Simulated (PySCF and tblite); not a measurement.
Values are calculated unless marked as measured or tabulated.
System: C4H6, numbered as in [CH2:1]=[CH:2][CH:3]=[CH2:4].

For the rotation about the C2–C3 bond (torsion C1–C2–C3–C4 from 180° to 344°, rising): electronic barrier 6.64 kcal/mol, zero-point change -0.44 kcal/mol, thermal and entropy terms at 400 K a further 0.48 kcal/mol (symmetry numbers apart). The minimum is C2h, the saddle C2. Level: BHandHLYP/pcSseg-1 + D3(BJ) on GFN2-xTB stationary points, with GFN2-xTB thermal terms. Rate constants are transition-state-theory values, counting equivalent paths, without tunnelling. Run with tblite and PySCF.

(1) How many equivalent paths lead out of the minimum?

(2) Work out the rate at 400 K.

Results:

(1) 2: the symmetry number of the minimum is 2, that of the saddle displaced along its mode 2, and the displaced saddle is chiral while the minimum is not, which doubles the count.

(2) ΔG‡ = 6.68 kcal/mol; k_B T/h = 8.3×10¹² s⁻¹; exp(−ΔG‡/RT) = 0.00022; times 2 gives k = 3.7×10⁹ s⁻¹. Wigner's tunnelling factor for the 161i cm⁻¹ mode would be 1.01.
